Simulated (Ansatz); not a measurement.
# CFSi− (SMILES FC#[Si-]): one structure at several levels

The atoms stand at a structure displaced at random from a GFN2-xTB minimum. How far do the functionals agree with CCSD(T) there?

Program: Ansatz 0.2.0, Gaussian basis. Level of theory: single points in def2-TZVPPD. These are calculated values, not measurements.

Correlated methods freeze the cores. B3LYP uses VWN-RPA correlation.

## Step 1: The system as given

3 atoms, charge -1, spin multiplicity 1.

Atoms are counted from 1 here; the program's logs count them from 0.

Bond lengths: F1–C2 1.461 Å, C2–Si3 1.709 Å. Angles: F1–C2–Si3 166.1°.

Coordinates:

```
F     0.07860    1.52190    0.21430
C    -0.00730    0.06360    0.19870
Si   -0.20950   -1.58210   -0.21490
```

## Step 2: CCSD(T)/def2-TZVPPD

run/in.yaml

```yaml
crystal:
  periodic: [false, false, false]
  atoms:
    - {symbol: F, position_ang: [0.078600, 1.521900, 0.214300]}
    - {symbol: C, position_ang: [-0.007300, 0.063600, 0.198700]}
    - {symbol: Si, position_ang: [-0.209500, -1.582100, -0.214900]}
basis:
  gaussian: {orbitals: "def2-TZVPPD.json"}
total_charge: -1
correlation: {method: ccsd_t}
output: {forces: true}
```

The basis file named in the input lies beside it (Basis Set Exchange, JSON).

The command line of these runs was not kept.

## Step 3: PBE0-D4/def2-TZVPPD

run/in.yaml: that of step 2 with these lines changed.

```diff
@@ -9,3 +9,3 @@
 total_charge: -1
-correlation: {method: ccsd_t}
-output: {forces: true}
+hamiltonian: {xc: pbe0, dispersion: d4}
+output: {forces: true, orbitals: {seedname: orbitals}}
```

## Step 4: wB97M-V/def2-TZVPPD

run/in.yaml: that of step 3 with these lines changed.

```diff
@@ -9,3 +9,3 @@
 total_charge: -1
-hamiltonian: {xc: pbe0, dispersion: d4}
-output: {forces: true, orbitals: {seedname: orbitals}}
+hamiltonian: {xc: {name: wB97M-V}}
+output: {forces: true}
```

## Step 5: r2SCAN-D4/def2-TZVPPD

run/in.yaml: that of step 4 with these lines changed.

```diff
@@ -9,3 +9,3 @@
 total_charge: -1
-hamiltonian: {xc: {name: wB97M-V}}
+hamiltonian: {xc: r2scan, dispersion: d4}
 output: {forces: true}
```

## Step 6: PBE-D4/def2-TZVPPD

run/in.yaml: that of step 5 with these lines changed.

```diff
@@ -9,3 +9,3 @@
 total_charge: -1
-hamiltonian: {xc: r2scan, dispersion: d4}
+hamiltonian: {xc: pbe, dispersion: d4}
 output: {forces: true}
```

## Step 7: CAM-B3LYP-D4/def2-TZVPPD

run/in.yaml: that of step 6 with these lines changed.

```diff
@@ -9,3 +9,3 @@
 total_charge: -1
-hamiltonian: {xc: pbe, dispersion: d4}
+hamiltonian: {xc: {name: CAM-B3LYP}, dispersion: d4}
 output: {forces: true}
```

## Step 8: B3LYP-D4/def2-TZVPPD

run/in.yaml: that of step 7 with these lines changed.

```diff
@@ -9,3 +9,3 @@
 total_charge: -1
-hamiltonian: {xc: {name: CAM-B3LYP}, dispersion: d4}
+hamiltonian: {xc: {name: B3LYP}, dispersion: d4}
 output: {forces: true}
```

(Steps that only read results are left out.)

Q: Predict the outcome of this session. Wanted: RMS force component; RMS force error; HOMO and LUMO, PBE0-D4; T1 diagnostic.

The runs gave:

| quantity | value |
| --- | --- |
| RMS force component | 0.986 to 1.377 eV/Å over the methods |
| RMS force error | PBE0-D4 0.398, wB97M-V 0.556, r2SCAN-D4 0.264, PBE-D4 0.149, CAM-B3LYP-D4 0.625, B3LYP-D4 0.357 eV/Å |
| HOMO and LUMO, PBE0-D4 | -0.38 and 4.06 eV |
| T1 diagnostic | 0.021 |

**Reading.** The forces of PBE-D4 come nearest to CCSD(T), those of CAM-B3LYP-D4 are farthest. Frozen-core CCSD(T) forces in triple zeta carry basis errors of their own, and this is one geometry, so small gaps rank nothing. The restricted Hartree–Fock reference is unstable towards an unrestricted one at one or more of these structures.
